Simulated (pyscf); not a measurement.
PySCF, gas phase, ωB97X-D3(BJ)/def2-SVP geometries.

**Question.** For the elementary gas-phase step `[CH3][In]([CH3])[CH3]` + `[ClH]` → `[CH4]` + `[CH3][In]([CH3])[Cl]` (singlet surface; C–In, Cl–H broken, C–H, Cl–In formed), what barrier and reaction energy does ωB97M-D3(BJ)/def2-TZVP give, measured from the separated reactants?

**Answer.** ΔE‡ = 3.7 kcal/mol, ΔE = -42.0 kcal/mol. Zero-point energy shifts the barrier by +0.4 kcal/mol. It is a four-centre exchange, with an imaginary mode of 780i cm⁻¹. On the reactant side the descent ends in an adduct with a Cl–In contact, 6.9 kcal/mol under the separated species and 7.6 kcal/mol under the saddle at ωB97X-D3(BJ)/def2-TZVP. On the product side the descent ends in a complex, 4.2 kcal/mol under the separated species and 49.0 kcal/mol under the saddle at ωB97X-D3(BJ)/def2-TZVP. What is counted as formed (Cl–In) is already present as a longer contact in the reactant adduct; forming that adduct is a step of its own. At ωB97X-D3(BJ)/def2-TZVP the barrier from the zero used here is 0.6 kcal/mol. This is the saddle that the search found; another between the same sides may lie lower. Elements past Kr carry the def2 core potentials, without spin-orbit coupling.
